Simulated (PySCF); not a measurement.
Phenanthrene radical anion, C14H10 (charge -1 and doublet state).
Bonds: C1–C2 (aromatic), C2–C3 (aromatic), C3–C4 (aromatic), C4–C5 (aromatic), C5–C6 (aromatic), C5–C7 (aromatic), C7–C8 (aromatic), C8–C9 (aromatic), C9–C10 (aromatic), C10–C11 (aromatic), C11–C12 (aromatic), C12–C13 (aromatic), C13–C14 (aromatic), C1–C6 (aromatic), C9–C14 (aromatic), C4–C14 (aromatic). Hydrogens: H15 on C1; H16 on C2; H17 on C3; H18 on C6; H19 on C7; H20 on C8; H21 on C10; H22 on C11; H23 on C12; H24 on C13.

Theory: PBE0-D3(BJ)/def2-SVP geometry optimisation, gas phase in PySCF.

(1) List the bond lengths and angles at this level.

Answers

(1) 
| bond | length (bohr) | order |
| --- | --- | --- |
| C1–C2, C11–C12 | 2.651 | aromatic |
| C2–C3, C12–C13 | 2.651 | aromatic |
| C3–C4, C13–C14 | 2.643 | aromatic |
| C4–C5, C9–C14 | 2.733 | aromatic |
| C5–C6, C9–C10 | 2.707 | aromatic |
| C5–C7, C8–C9 | 2.654 | aromatic |
| C7–C8 | 2.657 | aromatic |
| C1–C6, C10–C11 | 2.611 | aromatic |
| C4–C14 | 2.785 | aromatic |
| C1–H15, C11–H22 | 2.071 | single |
| C2–H16, C12–H23 | 2.066 | single |
| C3–H17, C13–H24 | 2.065 | single |
| C6–H18, C10–H21 | 2.069 | single |
| C7–H19, C8–H20 | 2.069 | single |

Bonds in one row agree within 0.02 bohr and their mean is given. Orders are formal, as drawn. A selection of angles:
| angle | degrees |
| --- | --- |
| C2–C1–C6 | 120.5 |
| C1–C2–C3 | 118.7 |
| C2–C3–C4 | 122.8 |
| C3–C4–C5 | 118.5 |
| C3–C4–C14 | 122.8 |
| C5–C4–C14 | 118.7 |
| C4–C5–C6 | 117.6 |
| C4–C5–C7 | 120.1 |
| C6–C5–C7 | 122.3 |
| C1–C6–C5 | 121.9 |
| C5–C7–C8 | 121.2 |
| C10–C11–C12 | 120.5 |
| C9–C14–C13 | 118.5 |

C3 (carbon bonded to 2 C and H) is planar (angles 122.8°, 119.0° and 118.2°, sum 360.0°, 0.00 Å off the plane of its three neighbours). The 14 heavy atoms lie in one plane (0.000 Å rms). C2 (carbon bonded to 2 C and H) is planar (angles 120.9°, 120.4° and 118.7°, sum 360.0°, 0.00 Å off the plane of its three neighbours). Of the pairs four or more bonds apart, H17···H24 is among the closest relative to their van der Waals radii: 1.96 Å, 82 % of the sum of Bondi's values. The C–C distances run from 1.382 Å (C10–C11, aromatic) to 1.474 Å (C4–C14, aromatic), a spread of 0.092 Å. C5 (carbon bonded to 3 C) is planar (angles 122.3°, 120.1° and 117.6°, sum 360.0°, 0.00 Å off the plane of its three neighbours). C7 (carbon bonded to 2 C and H) is planar (angles 121.2°, 120.2° and 118.6°, sum 360.0°, 0.00 Å off the plane of its three neighbours).

Point group: C2v (every atom within 0.08 Å of its image). Stationary, but not proved a minimum. ⟨S²⟩ = 0.768 (exact for a doublet: 0.75). Whether the extra electron is bound in the gas phase wasn't checked; a finite basis holds it in any case. The geometry's basis has no diffuse functions, a weakness for an anion.

Hardware: an x86-64 server with one thread, no GPU, shared host. Cost: 6.1 min of wall time. These figures are those of the optimisation.
